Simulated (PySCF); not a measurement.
Spin–orbit doublets of 2p levels

Compound: phosphorus tetramer, P4.
Atom-mapped SMILES: `[p:1]12[p:2]3[p:3]1[p:4]23`

The calculation used PySCF 2.14.0, delta-SCF UKS SCAN, pcX-2 on the ionised atom, pcseg-1 elsewhere, spin-free X2C. Binding energies are ΔSCF values: E(core-ionised, relaxed orbitals) − E(ground state) at a fixed geometry, referred to the vacuum level. Spin–orbit coupling isn't in the SCF: each 2p doublet comes from a relaxed spin-free hole plus a matrix of the shell (mean-field spin–orbit coupling and the ground-state 2p splitting), with 2p3/2 averaged over its two sublevels. The splitting includes the ligand field, and 2p3/2 is the mean of two sublevels.

| atom | mean of the 2p shell (eV) | splitting (eV) |
| --- | --- | --- |
| P1/P2/P3/P4 | 136.916 | 0.887 |

Question: Where do the two lines of each doublet lie?

Answer: 2p3/2 = mean − splitting/3 and 2p1/2 = mean + 2 × splitting/3:

```
       atom      environment  2p3/2 (eV)  2p1/2 (eV)
P1/P2/P3/P4  ring phosphorus      136.62      137.51
```

Question: What are the 1s binding energies of the same atoms?

Answer: P1/P2/P3/P4 2150.20 eV.

Question: Which Kα1 and Kα2 emission energies and wavelengths follow?

Answer: The photon carries the difference of the 1s-hole and 2p-hole states, both at the ground state's geometry; λ = 12398.42 eV Å/E.

| atom | Kα1 (eV) | Kα2 (eV) | λ(Kα1) (Å) | λ(Kα2) (Å) |
| --- | --- | --- | --- | --- |
| P1/P2/P3/P4 | 2013.58 | 2012.69 | 6.1574 | 6.1601 |

Atoms equivalent by their bonding share one computed value, that of the first of them. Geometry: PBE0-D3(BJ)/def2-SVP; no solvent, vibrations or thermal averaging.

Time: 4.5 s of wall time; peak memory 0.48 GiB. Hardware: one thread of an Intel Xeon Platinum 8375C at 2.90 GHz (shared host).
